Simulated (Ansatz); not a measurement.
# BNHS (quartet): the correlation ladder at distance B1–S2 = 3.186 Å, cc-pVDZ

One table from this session's results is given with a row withheld; the runs are named, their logs left out.

Method: cc-pVDZ, core rule «outside noble gas», up to 7 orbitals frozen; program: Ansatz 0.2.0, Gaussian basis.

The runs, in order: UHF; CCSD(T) on ROHF; CCSD(T) on UHF; BCCD(T) on ROHF; CISD; CCSDT(Q) on ROHF; CCSDT(Q) on UHF; CASSCF and MRCISD+Q, 5 electrons in 5 orbitals; CASSCF and NEVPT2, 5 electrons in 5 orbitals.

42 further runs of the same task are left out: 5 for a known fault of the program, 1 for a mislabelled method, 29 that didn't finish, 7 set aside as unsound or not needed.

## The geometry

The geometry derives from a PBE0/def2-TZVP stationary point (not a proven minimum). One bond is set to the value named and the two fragments are kept rigid.

4 atoms, charge 0, spin multiplicity 4.

Atoms are counted from 1 here; the program's logs count them from 0.

Bond lengths: S2–N3 1.651 Å, N3–H4 1.029 Å. Angles: S2–N3–H4 104.0°.

Set-up of the first run:

in.yaml reads:

```yaml
crystal:
  periodic: [false, false, false]
  atoms:
    - {symbol: B, position_ang: [0.000000, -1.380051, 2.405448]}
    - {symbol: S, position_ang: [0.000000, 0.592218, -0.096701]}
    - {symbol: N, position_ang: [0.000000, -0.317763, -1.474587]}
    - {symbol: H, position_ang: [0.000000, 0.378048, -2.232778]}
basis:
  gaussian: {orbitals: cc-pVDZ}
magnetization: {spin_polarized: true, initial_magnetization: 3}
hamiltonian: {xc: hf}
output: {orbitals: {seedname: orbitals}}
```

Run with:

```
$ ansatz run in.yaml --threads 1 --pin off --events-out ev --progress --plain --max-ram 2393MiB
```

Steps of the session up to this table: UHF; CCSD(T) on ROHF; CCSD(T) on UHF; BCCD(T) on ROHF; CISD; CCSDT(Q) on ROHF; CCSDT(Q) on UHF; CASSCF and MRCISD+Q, 5 electrons in 5 orbitals; CASSCF and NEVPT2, 5 electrons in 5 orbitals.

One table of the session follows, with a row left open; its other results are not shown here.

```
   method  from UCCSDT(Q) (kcal/mol)
     ROHF                    +236.67
      UHF                          ?
     RMP2                     +41.77
     UMP2                     +42.87
     CISD                     +37.22
    RCCSD                      +9.04
    UCCSD                      +8.79
 RCCSD(T)                      +1.79
 UCCSD(T)                      +1.79
  BCCD(T)                      +1.56
   RCCSDT                      +0.78
   UCCSDT                      +0.74
RCCSDT(Q)                      +0.06
UCCSDT(Q)                          0
```

Estimate the missing values for UHF.

As computed: from UCCSDT(Q) (kcal/mol): +228.01. In the column «from UCCSDT(Q) (kcal/mol)» it lies between UMP2 (+42.87) and ROHF (+236.67).

Not comparable, so not listed: CASSCF and NEVPT2, 5 electrons in 5 orbitals (they don't share determinant, frozen orbitals or solution with the rows shown, or repeat one).

Caveats from the session: Left out of the table: CASSCF pair, MRCISD pair, MRCISD+Q pair (the active space lost an orbital or holds another state than full CI finds). Restricted and unrestricted rows rest on different reference determinants; where their highest levels disagree by more than a few hundredths of an eV, they describe different states and don't form one ladder. Warnings in the runs' records: passed over end.
